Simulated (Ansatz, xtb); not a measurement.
Relaxing a trial structure of B2H2O

The starting geometry of this gas-phase singlet was built from a drawn formula by distance geometry and a force field; its bonds are those of `[B+]1[BH2-]O1`.

```yaml
atoms:
  - { symbol: B, position_ang: [-1.6752, -0.7852, -0.9509] }
  - { symbol: B, position_ang: [-1.2961, 0.6502, -0.6672] }
  - { symbol: O, position_ang: [-1.6033, -0.2498, 0.4430] }
  - { symbol: H, position_ang: [-1.9364, 1.6487, -0.6122] }
  - { symbol: H, position_ang: [-0.1336, 0.9229, -0.6426] }
```

Where would you expect an optimisation with r2SCAN-D4/def2-SVP to take it?

A bond breaks, leaving `BB=O`. Distances that change by over a tenth: B1–B2 (1.51 → 1.68 Å), B1–O3 (1.49 → 1.21 Å). Contacts that open: B2–O3 (1.46 → 2.89 Å).

The energy falls by 4.35 eV over 21 steps:

| step | E − E(last) (eV) |
| --- | --- |
| 1 | 4.353 |
| 3 | 1.879 |
| 5 | 1.736 |
| 8 | 1.722 |
| 10 | 1.708 |
| 12 | 1.587 |
| 14 | 1.257 |
| 17 | 0.173 |
| 19 | 0.000 |
| 21 | 0.000 |

Final geometry (Å):

```xyz
5

B    -1.6272   -0.4440   -0.0982
B    -1.1309    1.0226   -0.7435
O    -1.9851   -1.5022    0.3673
H    -1.9361    1.8802   -0.9969
H     0.0347    1.2301   -0.9587
```

From the same start GFN2-xTB reaches the same bonding as this run.

The end wasn't checked by frequencies. Run with Ansatz 0.2.0, 14 s on 2 threads of Arm Neoverse V1, with other jobs on the host.
